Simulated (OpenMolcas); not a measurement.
# SF4 (sulfur tetrafluoride), step by step, part 2 of 3

OpenMolcas 26.06. Earlier steps stand in the parts before.

## Step 5: An energy scan at SC-NEVPT2(2,2)/ANO-R1 (sfX2C, RICD fitting, pt2 variant SC-NEVPT2) (run 4)

The input, step4.inp:

```
>>> COPY $CurrDir/step2.RasOrb $Project.RasOrb
>>> ForEach K in (1, 2, 3, 4, 5, 6, 7, 8, 9)

&GATEWAY
 Coord=$CurrDir/point$K.xyz
 Basis=ANO-R1
 Group=NoSym
 RICD

&SEWARD

&RASSCF
 FileOrb=$Project.RasOrb
 Spin=1
 Nactel=2 0 0
 Inactive=25
 Ras2=2
 OrbListing=Nothing
 OrbAppear=Compact

&CASPT2
 SC-NEVPT2
 Frozen=9
>>> EndDo
```

Command:

```
$ export MOLCAS_MEM=1860
$ pymolcas step4.inp > step4.log
```

Output:

```text
--- Start Module: gateway ---

                                              &GATEWAY

                       available to each process: 1.9 GB of memory, 1 thread

++    Symmetry information:
      ---------------------

                    Character Table for C1

                             E
                    a        1  x, y, xy, Rz, z, xz, Ry, yz, Rx, I
--

++    Basis set information:
      ----------------------

      Basis set label: F.ANO-R...3S2P1D.

      Electronic valence basis set:
      ------------------
      Associated Effective Charge   9.000000 au
      Associated Actual Charge      9.000000 au
      Nuclear Model: Finite nucleus - Gaussian distribution
        Gaussian exponent, Xi/bohr**(-2):  5.35469E+08

      Shell  nPrim  nBasis  Cartesian Spherical Contaminant
         s      13       3        X
         p       8       2        X
         d       4       1                 X

      Basis set label: S.ANO-R...4S3P1D.

      Electronic valence basis set:
      ------------------
      Associated Effective Charge  16.000000 au
      Associated Actual Charge     16.000000 au
      Nuclear Model: Finite nucleus - Gaussian distribution
        Gaussian exponent, Xi/bohr**(-2):  4.04080E+08

      Shell  nPrim  nBasis  Cartesian Spherical Contaminant
         s      17       4        X
         p      11       3        X
         d       7       1                 X

      Basis set label: F.ANO-R...3S2P1D.

      Electronic valence basis set:
      ------------------
      Associated Effective Charge   9.000000 au
      Associated Actual Charge      9.000000 au
      Nuclear Model: Finite nucleus - Gaussian distribution
        Gaussian exponent, Xi/bohr**(-2):  5.35469E+08

      Shell  nPrim  nBasis  Cartesian Spherical Contaminant
         s      13       3        X
         p       8       2        X
         d       4       1                 X
--

++    Molecular structure info:
      -------------------------

                    ************************************************
                    **** Cartesian Coordinates / bohr, angstrom ****
                    ************************************************

     Center  Label                x              y              z                     x              y              z
        1      F1              -0.942531      -0.455277       1.949090             -0.498766      -0.240922       1.031414
        2      S2               0.120942      -0.675388      -0.459203              0.064000      -0.357400      -0.243000
        3      F3               2.903942      -0.873053       0.928611              1.536700      -0.462000       0.491400
        4      F4              -2.721395      -0.146076      -1.621763             -1.440100      -0.077300      -0.858200
        5      F5               0.757024       2.125186      -1.064105              0.400600       1.124600      -0.563100

                    ***************************************
                    *    InterNuclear Distances / bohr    *
                    ***************************************

               1 F1            2 S2            3 F3            4 F4            5 F5
    1 F1       0.000000
    2 S2       2.641837        0.000000
    3 F3       4.001409        3.116118        0.000000
    4 F4       4.001369        3.116183        6.219109        0.000000
    5 F5       4.315857        2.934914        4.191612        4.191540        0.000000

                    *******************************************
                    *    InterNuclear Distances / angstrom    *
                    *******************************************

               1 F1            2 S2            3 F3            4 F4            5 F5
    1 F1       0.000000
    2 S2       1.398000        0.000000
    3 F3       2.117454        1.648978        0.000000
    4 F4       2.117433        1.649013        3.291011        0.000000
    5 F5       2.283853        1.553090        2.218106        2.218068        0.000000

                    **************************************
                    *    Valence Bond Angles / degree    *
                    **************************************
                          Atom centers                 Phi
                      1 F1       2 S2       5 F5       101.28
--

            Nuclear Potential Energy            306.92098841 au

--- Stop Module: gateway /rc=_RC_ALL_IS_WELL_ ---

--- Start Module: seward ---

                                              &SEWARD

                       available to each process: 1.9 GB of memory, 1 thread

               SEWARD will generate:
                  Multipole Moment integrals up to order  2
                  Kinetic Energy integrals
                  Nuclear Attraction integrals (finite nuclei - Gaussian type)
                  One-Electron Hamiltonian integrals
                  Velocity integrals
                  Relativistic X2C integrals
                  Orbital angular momentum around (  0.0353  -0.0855  -0.1022 )
                  Velocity quadrupole around (  0.0353  -0.0855  -0.1022 )
                  Atomic mean-field integrals
                  RI decomposed two-electron repulsion integrals stored Cholesky style
                   - acCD auxiliary basis
                   - CD Threshold:   1.00E-04

                   Integrals are discarded if absolute value <: 1.00E-14
                   Integral cutoff threshold is set to       <: 1.00E-16

            Nuclear Potential Energy            306.92098841 au

      Basis set specifications :
      Symmetry species         a
      Basis functions           74

[... 93 lines left out ...]
                                         RASSCF iterations: Energy and convergence statistics
[... 22 lines left out ...]
      conf/sym  11     Coeff  Weight
[... 24 lines left out ...]
      Final state energy(ies):
[... 91 lines left out ...]
      Spin density orbitals for root   1 are written to the SPDORB.1 file
[... 93 lines left out ...]
      Reference energy:        -796.7444054229
[... 16 lines left out ...]
      Total energy:            -797.6110730840
[... 265 lines left out ...]
      Convergence after 16 iterations
[... 16 lines left out ...]
      Natural orbitals and occupation numbers for root  1
[... 23 lines left out ...]
::    RASSCF root number  1 Total energy:   -796.77311264
[... 100 lines left out ...]
 ###    WARNING: User changed nr of frozen orbitals.                         ###
[... 84 lines left out ...]
      Total energy:            -797.6428166307
[... 15 lines left out ...]
      Reference weight:           0.83133
[... 265 lines left out ...]
      Note: transformation to natural orbitals
[... 12 lines left out ...]
      *                                                    Final results                                                     *
[... 20 lines left out ...]
      Von Neumann Entropy (Root   1) =  0.15381
[... 145 lines left out ...]
      Imaginary shift                            0.00
[... 40 lines left out ...]
      Reference weight:           0.82850
[... 27 lines left out ...]
::    SC-NEVPT2 Root  1     Total energy:   -797.63506360
[... 254 lines left out ...]
      printout of CI-coefficients larger than  0.05 for root  1
[... 12 lines left out ...]
++    Final optimization conditions:
[... 46 lines left out ...]
      Dipole Moment (debye):
[... 135 lines left out ...]
 Compute H0 matrices for state    1
[... 29 lines left out ...]
  FINAL SC-NEVPT2 RESULT:
[... 185 lines left out ...]
      Nuclear repulsion energy =  272.73867694
[... 90 lines left out ...]
      energy=    -796.696386
[... 15 lines left out ...]
      RASSCF energy for state  1                   -796.69638643
[... 101 lines left out ...]
      Natural orbitals for root   1 are written to the RASORB.1 file
[... 92 lines left out ...]
  FINAL PC-NEVPT2 RESULT:
[... 15 lines left out ...]
      Reference energy:        -796.6963864262
[... 252 lines left out ...]
                                         RASSCF iterations: Energy and convergence statistics
[... 22 lines left out ...]
      conf/sym  11     Coeff  Weight
[... 24 lines left out ...]
      Final state energy(ies):
[... 91 lines left out ...]
      Spin density orbitals for root   1 are written to the SPDORB.1 file
[... 93 lines left out ...]
      Reference energy:        -796.6753983982
[... 16 lines left out ...]
      Total energy:            -797.5202796664
[... 259 lines left out ...]
      Convergence after 23 iterations
[... 16 lines left out ...]
      Natural orbitals and occupation numbers for root  1
[... 23 lines left out ...]
::    RASSCF root number  1 Total energy:   -796.66980649
[... 100 lines left out ...]
 ###    WARNING: User changed nr of frozen orbitals.                         ###
[... 84 lines left out ...]
      Total energy:            -797.5114538128
[... 15 lines left out ...]
      Reference weight:           0.82849
[... 265 lines left out ...]
      Note: transformation to natural orbitals
[... 12 lines left out ...]
      *                                                    Final results                                                     *
[... 20 lines left out ...]
      Von Neumann Entropy (Root   1) =  1.00000
[... 146 lines left out ...]
      Imaginary shift                            0.00
[... 40 lines left out ...]
      Reference weight:           0.82873
[... 27 lines left out ...]
::    SC-NEVPT2 Root  1     Total energy:   -797.50990634
[... 254 lines left out ...]
      printout of CI-coefficients larger than  0.05 for root  1
[... 12 lines left out ...]
++    Final optimization conditions:
[... 46 lines left out ...]
      Dipole Moment (debye):
[... 11 lines left out ...]
      LoProp population analysis for root number:  1
      -----------------------------------------------

++    LoProp analysis:
      ----------------

++    Static properties:
      ------------------

      LoProp Charges per center

                   F1       S2       F3       F4       F5
      Nuclear      9.0000  16.0000   9.0000   9.0000   9.0000
      Electronic  -8.9999 -14.7134  -9.4743  -9.4743  -9.3381

      Total        0.0001   1.2866  -0.4743  -0.4743  -0.3381
--

      Natural Bond Order analysis for root number:  1

++    Natural Bond Order analysis
      ---------------------------
      Based on LoProp computed density
      -------------------------------------------------------------------------------------
      Atom A       Atom B       Bond Order
      -------------------------------------------------------------------------------------
      NBO located      1.000 non-bonded electrons on atom F1
      NBO located      1.013 non-bonded electrons on atom F1
      NBO located      1.001 non-bonded electrons on atom F1
      NBO located      1.000 non-bonded electrons on atom S2
      NBO located      0.998 non-bonded electrons on atom S2
      NBO located      1.000 non-bonded electrons on atom S2
      NBO located      0.999 non-bonded electrons on atom S2
      NBO located      0.999 non-bonded electrons on atom S2
      NBO located      1.000 non-bonded electrons on atom F3
      NBO located      1.003 non-bonded electrons on atom F3
      NBO located      1.000 non-bonded electrons on atom F4
      NBO located      1.001 non-bonded electrons on atom F4
      NBO located      1.000 non-bonded electrons on atom F5
      NBO located      1.001 non-bonded electrons on atom F5
      NBO located      1.013 non-bonded electrons on atom F5
      The remaining   11.571 electrons are to be considered as diffuse
--

--

      Average orbitals are written to the RASORB file
      Natural orbitals for root   1 are written to the RASORB.1 file
      Spin density orbitals for root   1 are written to the SPDORB.1 file

--- Stop Module: rasscf /rc=_RC_ALL_IS_WELL_ ---
--- Module rasscf spent 1 second ---

--- Start Module: caspt2 ---

                                              &CASPT2

                       available to each process: 1.9 GB of memory, 1 thread

 ###############################################################################
 ###    WARNING: User changed nr of frozen orbitals.                         ###
 ###############################################################################

++    Wave function specifications:
      -----------------------------

      Number of closed shell electrons          32
      Number of electrons in active shells       2
      Max number of holes in RAS1 space          0
      Max number of electrons in RAS3 space      0
      Number of inactive orbitals               16
      Number of active orbitals                  2
      Number of secondary orbitals              47
      Spin quantum number                      0.0
      State symmetry                             1
      Number of CSFs                             3
      Number of CASSCF root(s) available         1
      NEVPT2 state passed to geometry opt.       1
      A file JOBMIX will be created
      This is a CASSCF or RASSCF reference function
--

++    Orbital specifications:
      -----------------------

      Symmetry species                           1
                                                 a
      Frozen orbitals                            9
      Inactive orbitals                         16
      Active orbitals                            2
      Secondary orbitals                        47
      Deleted orbitals                           0
      Number of basis functions                 74
--

++    NEVPT2 specifications:
      ----------------------

      Type of calculation                        SS-NEVPT2
      Internal contraction for energies          partially and strongly contracted
                                                 (PC-NEVPT2 and SC-NEVPT2)
      Denominator threshold for SC-NEVPT2        1.00E-09
      Fock operator                              state-specific
      0th-order Hamiltonian                      DYALL
      IPEA shift                                 0.00
      Real shift                                 0.00
      Imaginary shift                            0.00
      The input orbitals will be transformed to quasi-canonical
--

--------------------------------------------------------------------------------
 Estimated memory requirements:
  POLY3 :                   250070
  RHS:                      573716
  SIGMA :                   556816
  PRPCTL:                        0
 Available workspace:    232487328

++ NEVPT2 computation for group   1

********************************************************************************
 Multi-State initialization phase begins for group   1
--------------------------------------------------------------------------------
********************************************************************************
 Compute H0 matrices for state    1
--------------------------------------------------------------------------------
--------------------------------------------------------------------------------
 H0 matrices have been computed.

********************************************************************************
  NEVPT2 EQUATION SOLUTION
--------------------------------------------------------------------------------

  Total nr of NEVPT2 parameters:
   Before reduction:      389393
   After  reduction:      382278

 Variance of |WF0>:       4.2460620121
-----------------------------------------------------------------------------------------------------------------------------

  FINAL PC-NEVPT2 RESULT:

      Reference energy:        -796.6696911315
      E2 (Non-variational):      -0.8395989568
      E2 (Variational):          -0.8395989568
      Total energy:            -797.5092900882
      Residual norm:              0.0000000000
      Reference weight:           0.82872

      Contributions to the PC-NEVPT2 correlation energy
      Active & Virtual Only:         -0.0000010159
      One Inactive Excited:          -0.0856777071
      Two Inactive Excited:          -0.7539202337

  FINAL SC-NEVPT2 RESULT:

      Reference energy:        -796.6696911315
      E2 (Non-variational):      -0.8395989365
      E2 (Variational):          -0.8395989365
      Total energy:            -797.5092900680
      Residual norm:              0.0000000000
      Reference weight:           0.82872

      Contributions to the SC-NEVPT2 correlation energy
      Active & Virtual only:         -0.0000010273
      One Inactive Excited:          -0.0856776752
      Two Inactive Excited:          -0.7539202340

   (Skip denominator check etc. with SC-NEVPT2 wavefunction)

   (Skipping property calculation,
    use PROP keyword to activate)
--

  Total SC-NEVPT2 energies:
::    SC-NEVPT2 Root  1     Total energy:   -797.50929007

  A NEW JOBIPH FILE NAMED 'JOBMIX' IS PREPARED.
********************************************************************************
--- Stop Module: caspt2 /rc=_RC_ALL_IS_WELL_ ---

>>> END FOREACH

.##################.
.# Happy landing! #.
.##################.

    Timing: Wall=39.66 User=35.50 System=3.81
```

It took 40 s on 1 thread of Intel Xeon 6975P-C (Granite Rapids), shared host; peak memory 0.087 GiB.

The scan, from its lowest point:

```tsv
S2–F1 (Å)	energy (kJ/mol)
1.398	83.0
1.553	0.0
1.708	20.0
1.941	117.4
2.252	244.2
2.640	321.4
3.106	344.7
3.727	348.6
4.659	350.2
```

(Part 2 of 3 ends here.)
